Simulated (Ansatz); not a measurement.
# NH₃ with CH₃F: structure and interaction energy

Aim: relax the pair, then compute its interaction energy with counterpoise at many levels, up to CCSD(T).

Program: Ansatz 0.2.0, Gaussian basis. Level of theory: PBE0-D4 structure, single points in def2-TZVPPD. These are calculated values, not measurements.

Levels: PBE-D4, revPBE-D4, BLYP-D4, r2SCAN-D4, B97M-V, PBE0-D4, B3LYP-D4, HSE06-D4, wB97X-V, wB97M-V, B2PLYP, Hartree-Fock, MP2, CCSD, CCSD(T). The reference is CCSD(T) extrapolated to the basis limit.

Correlated methods freeze the cores. B3LYP uses VWN-RPA correlation. B2PLYP carries no dispersion term here.

176 further runs of the same task are left out: 176 set aside as unsound or not needed. Runs told in other sessions of the task aren't counted.

### Step 1. Where the work starts

The pair, from a GFN2-xTB docking trial: 9 atoms, charge 0, spin multiplicity 1.

Atoms are counted from 1 here; the program's logs count them from 0.

Bond lengths: N1–H2 1.014 Å, N1–H3 1.014 Å, N1–H4 1.014 Å, C5–F6 1.370 Å, C5–H7 1.090 Å, C5–H8 1.090 Å, C5–H9 1.092 Å. Angles: H2–N1–H3 107.4°, H2–N1–H4 107.4°, H3–N1–H4 107.3°, F6–C5–H7 107.7°, F6–C5–H8 107.6°, F6–C5–H9 108.2°, H7–C5–H8 110.7°, H7–C5–H9 111.4°, H8–C5–H9 111.0°.

Geometry (Å):

```xyz
9
CH6FN
N    -0.0866   -0.1176   -1.7261
H    -0.6237   -0.4835   -2.5041
H    -0.2087    0.8888   -1.7202
H     0.8914   -0.3016   -1.9190
C     0.0124   -0.0686    1.5573
F    -0.1484    1.2640    1.8331
H    -0.6694   -0.6245    2.2008
H     1.0485   -0.3285    1.7767
H    -0.2155   -0.2285    0.5014
```

Atoms 1 to 4 are fragment A (NH₃), the rest fragment B (CH₃F).

### Step 2. A first relaxation in a small basis

Contents of pre/in.yaml:

```yaml
crystal:
  periodic: [false, false, false]
  atoms:
    - {symbol: N, position_ang: [-0.086600, -0.117600, -1.726100]}
    - {symbol: H, position_ang: [-0.623700, -0.483500, -2.504100]}
    - {symbol: H, position_ang: [-0.208700, 0.888800, -1.720200]}
    - {symbol: H, position_ang: [0.891400, -0.301600, -1.919000]}
    - {symbol: C, position_ang: [0.012400, -0.068600, 1.557300]}
    - {symbol: F, position_ang: [-0.148400, 1.264000, 1.833100]}
    - {symbol: H, position_ang: [-0.669400, -0.624500, 2.200800]}
    - {symbol: H, position_ang: [1.048500, -0.328500, 1.776700]}
    - {symbol: H, position_ang: [-0.215500, -0.228500, 0.501400]}
basis:
  gaussian: {orbitals: def2-SVP}
hamiltonian: {xc: pbe, dispersion: d4}
relax: {f_tol: 0.03, max_steps: 250}
```

Started as:

```console
$ ansatz run in.yaml --threads 4 --pin off --events-out ev --progress --plain --max-ram 9574MiB
```

After this run come: Relaxation at PBE0-D4; PBE-D4/def2-TZVPPD; r2SCAN-D4/def2-TZVPPD; PBE0-D4/def2-TZVPPD; B3LYP-D4/def2-TZVPPD; wB97X-V/def2-TZVPPD; wB97M-V/def2-TZVPPD; B2PLYP/def2-TZVPPD; BLYP-D4/def2-TZVPPD; revPBE-D4/def2-TZVPPD; B97M-V/def2-TZVPPD; HSE06-D4/def2-TZVPPD; CCSD(T)/def2-TZVPPD; MP2/def2-QZVPPD; Hartree-Fock/STO-3G; PBE-D4/STO-3G; B3LYP-D4/6-31G; SPW92/def2-SVP; PBE-D4/def2-SVP; PBE0-D4/def2-SVP; wB97M-V/def2-SVP; CCSD(T)/def2-SVP; Vibrations of the pair.

**Question.** What will these runs give? Wanted: interaction energy, CCSD(T)/CBS; of it Hartree-Fock; D4 term of PBE0-D4; shortest contact; lowest wavenumber.

**Answer**, as computed:

| quantity | value |
| --- | --- |
| interaction energy, CCSD(T)/CBS | -2.86 kcal/mol |
| of it Hartree-Fock (basis limit) | -1.18 kcal/mol |
| D4 term of PBE0-D4 | -0.61 kcal/mol |
| shortest contact | H3–F6 2.31 Å |
| lowest wavenumber | 77 cm⁻¹ |

In words: The pair is bound by 2.86 kcal/mol at fixed fragment shapes. Hartree-Fock gives 41 % of it, so electrostatics and correlation both count. PBE0-D4 is the best functional here (+0.01 kcal/mol from CCSD(T)/CBS); B2PLYP is the worst (+0.69 kcal/mol). By rung, the mean size of the error is: GGA 0.30, meta-GGA 0.08, hybrid 0.06, screened hybrid 0.02, range-separated hybrid 0.06, double hybrid 0.69 kcal/mol. The double hybrids carry no dispersion term here, unlike the levels marked D4 or V. PBE-D4 gives an interaction energy 0.03 kcal/mol too low, an error of 1 % of the reference. CCSD(T) moves by -0.26 kcal/mol from triple zeta to the limit; gaps between functionals far smaller than that don't rank them. A lower arrangement may exist.
